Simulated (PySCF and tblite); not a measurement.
Values are calculated unless marked as measured or tabulated.
**Rotation: stationary points, barriers and rates**

System: H₄S₂Si, numbered as in [SiH3:1][S:2][SH:3].

Motion: rotation about the S2–S3 bond (torsion Si1–S2–S3–H from -90° to 90°, rising). The path came from a restrained scan, a climbing-image band and a saddle search at GFN2-xTB; energies are PBE0/pcSseg-1 + D3(BJ), IEF-PCM chloroform//B3LYP-D3(BJ)/def2-SVP, thermal terms GFN2-xTB. Rate constants are transition-state-theory values, counting equivalent paths, without tunnelling. (PySCF 2.14 with density fitting, tblite 0.8.)

```
 point  symmetry  E(GFN2) kcal/mol  E(DFT) kcal/mol  ZPE change kcal/mol  lowest mode cm⁻¹  dipole D
 start        C1               0.0              0.0                 0.00               105      2.07
saddle        Cs               4.4              6.0                -0.20              259i      2.92
   end        C1               0.0              0.0                 0.00               105      2.07
```

| Item | Value |
| --- | --- |
| Electronic barrier | 6.0 kcal/mol |
| Barrier with zero-point energy | 5.8 kcal/mol |
| ΔH‡ (298 K) | 5.4 kcal/mol |
| ΔS‡ (298 K, symmetry apart) | -3.1 cal/(mol K) |
| Paths | 1 equivalent path |
| End point | the same structure with atoms interchanged, or its mirror image |
| Mean lifetime of the start against this motion at 298 K | 6.3 ns |
| Cost | 43 s on 1 thread of Arm Neoverse V1 (shared host) (rough), peak memory 0.52 GiB, launched as `OMP_NUM_THREADS=1 python ens_run.py task.json out` |

```csv
T/K,ΔG‡ kcal/mol,k s⁻¹
200,6.0,1.1×10⁶
250,6.2,2.2×10⁷
298,6.3,1.6×10⁸
350,6.4,7.3×10⁸
400,6.6,2.2×10⁹
```

ΔG and ΔG‡ leave out symmetry numbers and mirror images; rates count paths: 1 out.
